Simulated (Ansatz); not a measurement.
Relaxation of AlClH2O (5 atoms, charge 0, multiplicity 1), to a largest force component of 0.02 eV/Å in at most 50 steps.

Theory: RKS PBE/def2-SVP in Ansatz 0.2.0.

```xyz
5
Properties=species:S:1:pos:R:3
O -1.030 0.045 -0.963
Al 0.431 0.098 0.062
Cl 1.306 -1.806 0.703
H -0.212 1.360 0.667
H 1.094 1.481 0.483
```

Problem. Where does it end, and by what steps?

Solution. It converged. After 15 steps the energy has fallen by 2.384 eV; Al2 moved furthest, 0.72 Å. Parted: Al2–H4, Al2–H5. Joined: H4–H5.

| step | energy less start (eV) | largest force component (eV/Å) | accepted |
| --- | --- | --- | --- |
| 0 | 0.0000 | 4.930 | yes |
| 1 | -1.1822 | 2.781 | yes |
| 2 | -1.9699 | 1.011 | yes |
| 3 | -2.1865 | 0.539 | yes |
| 4 | -2.2319 | 0.487 | yes |
| 5 | -2.2502 | 0.405 | yes |
| 6 | -2.2580 | 0.274 | yes |
| 7 | -2.2644 | 0.143 | yes |
| 8 | -2.3213 | 0.429 | yes |
| 9 | -2.3438 | 0.410 | yes |
| 10 | -2.3657 | 0.615 | yes |
| 11 | -2.3695 | 0.633 | yes |
| 12 | -2.2651 | 1.208 | no |
| 13 | -2.3806 | 0.240 | yes |
| 14 | -2.3713 | 0.373 | no |
| 15 | -2.3840 | 0.007 | yes |

```xyz
5
Properties=species:S:1:pos:R:3
O -1.217 0.184 -1.004
Al 0.026 -0.450 -0.177
Cl 1.547 -1.526 0.773
H 0.306 1.566 0.456
H 0.927 1.403 0.905
```

Whether the end is a true minimum wasn't checked by a vibrational analysis.

The run took 11 s on 1 CPU thread of a shared host.
